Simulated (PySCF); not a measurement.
Electron affinity of P by level of theory

P⁻ [Ne] 3s2 3p4 (3P) → P [Ne] 3s2 3p3 (4S), as a difference of total energies. All numbers are calculated (PySCF 2.14, the spin-free X2C one-electron Hamiltonian (Gaussian nucleus), in aug-cc-pCVTZ-DK (8s7p5d3f, 75 functions)). Correlated levels: nothing frozen. The calculations carry no spin-orbit coupling.

```
                 method  electron affinity (eV)
                    UHF                  -0.334
    MP2 (all electrons)                   0.449
SCS-MP2 (all electrons)                   0.520
   CCSD (all electrons)                   0.530
CCSD(T) (all electrons)                   0.603
```

A first-order spin-orbit estimate (lowest level to lowest level, LS coupling) adds 0.012 eV.

Errors of the correlated levels include the incompleteness of this basis.

A negative affinity means that the anion lies above the atom at that level of theory.

For comparison: 0.747 eV (measured; photodetachment measurements, as compiled on the Wikipedia data page of electron affinities).
